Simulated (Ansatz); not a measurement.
# HAlB, quartet: the ladder up to full CI

Geometry: a point of a stretch scan, not a stationary point.

```xyz
3

B     0.0000    0.0000   -2.0257
Al    0.0000    0.0000   -0.0887
H     0.0000    0.0000    2.1143
```

Basis 6-31G; Ansatz 0.2.0. Only valence electrons are correlated (noble-gas cores frozen), which leaves 7 electrons in 18 orbitals. R marks a restricted (for open shells ROHF) determinant, U an unrestricted one. Active spaces: pair = (5e, 5o) about the gap; valence = (7e, 9o) chosen from the atoms' valence shells.

Full CI is exact within this basis and frozen core; it isn't the basis-set limit. The frozen core follows each run's orbitals, which can shift R against U totals by a few meV.

Unrestricted rows (U) aren't spin-pure: their determinants' ⟨S²⟩ exceeds S(S+1) by up to 0.14, so they mix in states of higher spin. For open shells CISD and CISDTQ are restricted-active-space CI with the open shells as a complete middle space.

- UHF ⟨S²⟩: 3.890
- T1 diagnostic (RCCSD): 0.0390
- largest doubles amplitude (RCCSD): 0.154
- T1 diagnostic (UCCSD): 0.0592

| level | E − E(full CI) (kJ/mol) | share of correlation (%) | wall time |
| --- | --- | --- | --- |
| RHF | 263.7 | 0.00 | – |
| UHF | 257.2 | 2.47 | – |
| RMP2 | 90.9 | 65.53 | – |
| UMP2 | 100.8 | 61.77 | – |
| CISD | 25.9 | 90.17 | 0.72 s |
| RCCSD | 15.0 | 94.33 | – |
| UCCSD | 15.4 | 94.15 | – |
| RCCSD(T) | 5.4 | 97.94 | 0.9 s |
| UCCSD(T) | 5.8 | 97.80 | 1.3 s |
| BCCD(T) | 5.5 | 97.93 | 0.84 s |
| RCCSDT | 1.2 | 99.53 | – |
| UCCSDT | 1.3 | 99.50 | – |
| CISDTQ | 0.6 | 99.77 | 6.5 s |
| RCCSDT(Q) | 0.3 | 99.88 | 2.8 s |
| UCCSDT(Q) | 0.3 | 99.88 | 3.1 s |
| RCCSDTQ | 0.1 | 99.97 | 17 s |
| UCCSDTQ | 0.1 | 99.97 | 17 s |
| CASSCF (pair space) | 185.4 | 29.68 | – |
| NEVPT2 (pair space) | 65.9 | 75.01 | 0.27 s |
| MRCISD (pair space) | 17.0 | 93.56 | – |
| MRCISD+Q (pair space) | 3.6 | 98.64 | 0.6 s |
| CASSCF (valence space) | 51.3 | 80.55 | – |
| NEVPT2 (valence space) | 15.3 | 94.20 | 2.1 s |
| MRCISD (valence space) | 1.5 | 99.44 | – |
| MRCISD+Q (valence space) | 0.6 | 99.77 | 3.5 s |

The correlation energy at full CI, counted from RHF, is -2.733 eV. That run took 5.5 s on 1 thread of Arm Neoverse V1, shared host over 331,072 determinants.

Times hold each run's SCF and search for its determinant on a shared host, so for small cases they say little of a method's own cost; they ran on 1 thread of Arm Neoverse V1.

The full-CI state has the irrep A2 of C2v, in the program's axes (one component, if the state is degenerate).

Natural occupations of full CI about the gap: 1.944 1.871 0.988 0.971 0.971 0.127 0.043 0.043 0.020 0.006; effectively unpaired electrons, Σ n²(2−n)², 3.14.
